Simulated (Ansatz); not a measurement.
Write a Python script for Ansatz's Python interface that makes a single point in a Gaussian basis of C5H10O, SMILES CC(=O)C(C)C. Settings: r2scan0, def2-SVPD basis, multiplicity 1.

```yaml
atoms:
  - { symbol: C, position_ang: [1.7830, 0.0409, 0.6506] }
  - { symbol: C, position_ang: [1.0204, -0.3395, -0.5936] }
  - { symbol: O, position_ang: [1.6174, -0.7002, -1.6101] }
  - { symbol: C, position_ang: [-0.5009, -0.2463, -0.5771] }
  - { symbol: C, position_ang: [-1.1031, -0.9508, 0.6326] }
  - { symbol: C, position_ang: [-0.9446, 1.2091, -0.6591] }
  - { symbol: H, position_ang: [1.6123, -0.7011, 1.4338] }
  - { symbol: H, position_ang: [2.8533, 0.0702, 0.4255] }
  - { symbol: H, position_ang: [1.4790, 1.0321, 0.9933] }
  - { symbol: H, position_ang: [-0.8559, -0.7661, -1.4766] }
  - { symbol: H, position_ang: [-0.8593, -0.4330, 1.5665] }
  - { symbol: H, position_ang: [-0.7283, -1.9768, 0.7132] }
  - { symbol: H, position_ang: [-2.1943, -0.9937, 0.5504] }
  - { symbol: H, position_ang: [-2.0316, 1.2767, -0.7731] }
  - { symbol: H, position_ang: [-0.4818, 1.7102, -1.5162] }
  - { symbol: H, position_ang: [-0.6656, 1.7686, 0.2400] }
```

`energy.py`
```python
"""Single point of C5H10O in a Gaussian basis."""

from pathlib import Path
import warnings

import ansatz as az
import numpy as np

GEOMETRY = """
C     1.78300    0.04090    0.65060
C     1.02040   -0.33950   -0.59360
O     1.61740   -0.70020   -1.61010
C    -0.50090   -0.24630   -0.57710
C    -1.10310   -0.95080    0.63260
C    -0.94460    1.20910   -0.65910
H     1.61230   -0.70110    1.43380
H     2.85330    0.07020    0.42550
H     1.47900    1.03210    0.99330
H    -0.85590   -0.76610   -1.47660
H    -0.85930   -0.43300    1.56650
H    -0.72830   -1.97680    0.71320
H    -2.19430   -0.99370    0.55040
H    -2.03160    1.27670   -0.77310
H    -0.48180    1.71020   -1.51620
H    -0.66560    1.76860    0.24000
"""

warnings.simplefilter("ignore", az.DeckWarning)

system = az.Crystal.molecule()
for line in GEOMETRY.strip().splitlines():
    symbol, *xyz = line.split()
    system = system.atom(symbol, [float(v) for v in xyz])

job = (
    system.calculation()
    .basis(gaussian="def2-SVPD")
    .functional("R2SCAN0")
    .forces()
    .orbitals()
)
outcome = job.run(threads=1, runs_dir="runs")
data = outcome.report

print("reference energy %16.6f eV" % data["reference_energy_ev"])
print("total energy     %16.6f eV" % data["free_energy_ev"])
print("occupied orbitals outside the frozen core (up, down):", data["n_occupied"], " frozen:", data["n_frozen"], " virtual:", data["n_virtual"])

state = data["mean_field"]["state"]
print(f"mean field: {state['energy']['hartree']:.7f} Ha, <S^2> = {abs(state['spin_squared']):.4f}, stability: {state.get('stability', {}).get('kind')}")

symbols = [site.symbol for site in system.cartesian_sites]
forces = np.array(data["forces_ev_ang"])
print("largest force", round(float(np.linalg.norm(forces, axis=1).max()), 4), "eV/A, rms", round(float(np.sqrt((forces ** 2).mean())), 4))

charges = data["charge_distribution"]
print("dipole moment", round(4.803205 * float(np.linalg.norm(charges["dipole_moment_e_ang"])), 3), "D")
print("Mulliken:", [(s, round(q, 3)) for s, q in zip(symbols, charges["mulliken_charges_e"])])

lines = Path(data["orbitals_path"]).read_text().splitlines()
field_of = lambda key: [line.split("=")[1].strip() for line in lines if line.startswith(key)]
orbitals = [(27.211386 * float(e), s, float(n)) for e, s, n in zip(field_of("Ene="), field_of("Spin="), field_of("Occup="))]
homo = max(e for e, _, n in orbitals if n > 0.5)
lumo = min(e for e, _, n in orbitals if n < 0.5)
print(f"HOMO {homo:.3f} eV, LUMO {lumo:.3f} eV, gap {lumo - homo:.3f} eV")
```

`python energy.py` gives:
```text
reference energy     -7385.205599 eV
total energy         -7385.205599 eV
occupied orbitals outside the frozen core (up, down): [24, 24]  frozen: 0  virtual: [179, 179]
mean field: -271.4012999 Ha, <S^2> = 0.0000, stability: minimum
largest force 2.1332 eV/A, rms 0.442
dipole moment 3.283 D
Mulliken: [('C', 0.399), ('C', -0.099), ('O', -0.496), ('C', -1.378), ('C', 0.628), ('C', 0.57), ('H', 0.174), ('H', -0.005), ('H', 0.034), ('H', -0.116), ('H', 0.104), ('H', 0.03), ('H', 0.013), ('H', 0.093), ('H', 0.026), ('H', 0.023)]
HOMO -7.350 eV, LUMO -0.428 eV, gap 6.921 eV
```

What to keep in mind:
- Total energies depend on the basis set; only differences at equal settings carry meaning.
- The geometry is a force-field or estimated start, not a minimum of this method, and the basis set is short of its limit.
- Levels such as HOMO and LUMO are orbital energies: with these approximate functionals they aren't the ionisation energy and electron affinity, and their gap isn't the fundamental gap.
- Mulliken charges are unreliable in a basis with diffuse functions.
- It ran for 40 s on 1 thread of Arm Neoverse N1, with other jobs on the host, peak memory 0.66 GiB.

(Lines on the test bed's own set-up are left out of the output.)
